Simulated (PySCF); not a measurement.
Species: fluoroborane Ion, BFH (charge +1).
Cartesian coordinates in Å at the PBE0-D3(BJ)/def2-SVP level; atoms count from 1:
```
atom  x, y, z in Å
B1     0.001   -0.002   -0.008
F2     1.215    0.014   -0.026
H3    -1.193   -0.018    0.009
```

Computed, not measured: TDDFT PBE0/def2-SVPD, vertical, gas phase, core orbitals frozen in the response (PySCF).

Broadening: Gaussians 0.4 eV wide at half height, area fixed by f = 4.319×10⁻⁹ ∫ε dν̃. The width is an assumption, not a result. The curve ends short of the highest state used, and states not computed would add to its high-energy end.

E (eV), ε (L mol⁻¹ cm⁻¹) and a bar:
```
    10.40         34 
    10.57        716 #
    10.74       5579 ##########
    10.91      15962 #############################
    11.08      16771 ##############################
    11.25       6473 ############
    11.42        917 ##
    11.59         48 
    11.76          1 
    11.93          0 
    12.09          0 
    12.26          0 
    12.43          0 
    12.60          0 
    12.77          0 
    12.94          0 
    13.11          0 
    13.28          0 
    13.45          3 
    13.62         66 
    13.79        526 #
    13.95       1890 ###
    14.12       4472 ########
    14.29       5909 ###########
```

Q: Locate the maxima and give the states behind the curve.

A: 113 nm (11.00 eV), ε about 19000, made up of S1 (50%) and S2 (50%); 87 nm (14.27 eV), ε about 5900, made up of S7 (45%) and S8 (45%) (ε in L mol⁻¹ cm⁻¹; maxima over ε = 5, shares over 10%). The states used: S1 11.00 eV (f 0.138); S2 11.00 eV (f 0.138); S3 11.47 eV (f 0.0000); S4 11.63 eV (f 0.0000); S5 11.63 eV (f 0.0000); S6 14.04 eV (f 0.019); S7 14.29 eV (f 0.040); S8 14.29 eV (f 0.040); S9 14.89 eV (f 0.756).

Q: Coming from long wavelengths, where does ε first pass 100 L mol⁻¹ cm⁻¹?

A: At about 119 nm (10.46 eV), 0.55 eV below S1.

Q: What would ε be at 11.00 eV, the highest of these maxima, with half the width (0.2 eV)?

A: About 37100 L mol⁻¹ cm⁻¹ against 18600, a factor of about 2.00; a lone state at its own centre would give exactly 2.

All these states lie below the vertical ionisation energy of 26.05 eV (ΔSCF).

Hardware: one thread of an Arm Neoverse V1 (shared host). Cost: 2.0 s wall.
